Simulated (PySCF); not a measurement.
Gas-phase reaction: PH₂ = P + H₂

Energies from PySCF, thermal terms from the rigid-rotor harmonic-oscillator model, ideal gas at 1 bar. † marks an energy on the PBE0/def2-TZVP geometry and frequencies; other levels use their own. CCSD(T) freezes the core. Open shells (unrestricted): PH₂ (multiplicity 2), P (multiplicity 4); the rest are closed-shell singlets. PH₂: computed as isolated molecules; such fragments, hydroxides, amides, oligomers or adducts are transient or little studied in the gas. CCSD(T) isn't extrapolated to the basis-set limit.

CCSD(T)/def2-TZVPP† gives ΔH°(298 K) = 167 kJ.

**Question.** What do BLYP/def2-TZVP†, PBE0/def2-TZVP, M06-2X/def2-TZVP† give?

**Answer.** BLYP/def2-TZVP†: 197 kJ; PBE0/def2-TZVP: 199 kJ; M06-2X/def2-TZVP†: 196 kJ. For scale, ΔH°(298 K) is 167 kJ at this level, 200 kJ at ωB97M-V/def2-TZVP†, and runs from 80 to 303 kJ over the 20 levels computed.
